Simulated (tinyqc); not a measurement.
Orbital energy against energy difference: ionisation energy by orbital energies and by energy differences in the 6-31g* basis, for H2O, spin multiplicity 1. Computed by the program tinyqc with PySCF. The cation is unrestricted; errors are against CCSD(T) in this basis, not against experiment.

Geometry (angstrom):
```
atom       x        y       z
O     0.0000   0.0000  0.0000
H     0.0000   0.7700  0.4990
H     0.0000  -0.7700  0.4990
```

CCSD(T) difference in the same basis = 12.1006 eV

IP-EOM-CCSD = 11.9221 eV

First vertical ionisation energy (eV):
```
method     -e(HOMO)  E(cation) - E  error of -e(HOMO)  error of the difference
HF           13.522       10.93887              1.422                   -1.162
LDA           6.296       12.80187             -5.805                    0.701
PBE           6.202       12.45019             -5.898                    0.350
B3LYP         7.923       12.49220             -4.178                    0.392
PBE0          8.297       12.37693             -3.803                    0.276
CAM-B3LYP     9.819       12.48895             -2.282                    0.388
LC-wPBE      11.292       12.54058             -0.809                    0.440
```

What does the comparison show, and why?

Koopmans errs by +1.42 eV and Delta-HF by -1.16 eV: relaxation, 2.58 eV, lowers the value and the missing correlation difference works against it. The PBE level is off by -5.9 eV through the wrong tail of its potential, though its energy difference is off by +0.35 eV; exact exchange deepens the level, and among the orbital energies LC-wPBE comes closest; among the differences PBE0 does.
